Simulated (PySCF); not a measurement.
C₂H₅ClO₂S.
SMILES: `CCS(=O)(=O)Cl`

Jobs on this species (11 atoms, 66 electrons) with PySCF (density fitting). Hardware of each: one thread of an Arm Neoverse V1, shared host. Times come from a shared host and carry two figures at best. Peak memory is the resident size of the whole Python process, interpreter and libraries included.

```csv
level and settings,work,basis functions,SCF cycles,wall time,peak memory
"PBE0-D3(BJ)/def2-SVP, grid level 1",geometry optimisation from a GFN2-xTB start shaken at random,117,?,?,?
LDA/pcSseg-2,shieldings,300,?,?,?
BLYP/pcSseg-2,shieldings,300,17,56 s,0.98 GiB
PBE/pcSseg-2,shieldings,300,17,56 s,0.98 GiB
HF/pcSseg-2,shieldings,300,11,25 s,1.2 GiB
OPBE/pcSseg-2,shieldings,300,18,58 s,0.98 GiB
BP86/pcSseg-2,shieldings,300,17,57 s,0.98 GiB
```

Q: Fill in the missing figures.

A: 
- PBE0-D3(BJ)/def2-SVP, grid level 1; geometry optimisation from a GFN2-xTB start shaken at random: 48 s, 0.49 GiB, 67 SCF cycles
- LDA/pcSseg-2; shieldings: 48 s, 0.99 GiB, 16 SCF cycles

Q: What do all jobs in the table cost together?

A: About 5.8 min; the longest takes about 17 % of that, and about 2.3 times as long as the shortest.
